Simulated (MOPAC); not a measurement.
MOPAC input (PM7):

```
PM7 1SCF UHF MS=0.5 GEO-OK AUX(PRECISION=9) THREADS=1
C4H7

C     0.00514113 1   -0.00331061 1    1.49779011 1
C     0.00056548 1    0.02470296 1    0.18925168 1
H     0.01030878 1   -0.74888768 1    2.27760864 1
C    -0.00643171 1    1.31181270 1   -0.59526904 1
H    -0.00709440 1    2.18033142 1    0.06039938 1
H     0.87060517 1    1.36572641 1   -1.24685854 1
H    -0.88825279 1    1.35983653 1   -1.24083432 1
C     0.00198932 1   -1.24513478 1   -0.63655897 1
H     0.00711454 1   -2.13749620 1   -0.01263847 1
H    -0.88090288 1   -1.27691550 1   -1.28146295 1
H     0.88063626 1   -1.27101664 1   -1.28749636 1
```

Problem. What heat of formation does the run end on, and which ionisation energy by Koopmans theorem?

Solution. 46.71 kcal/mol; 9.59 eV.
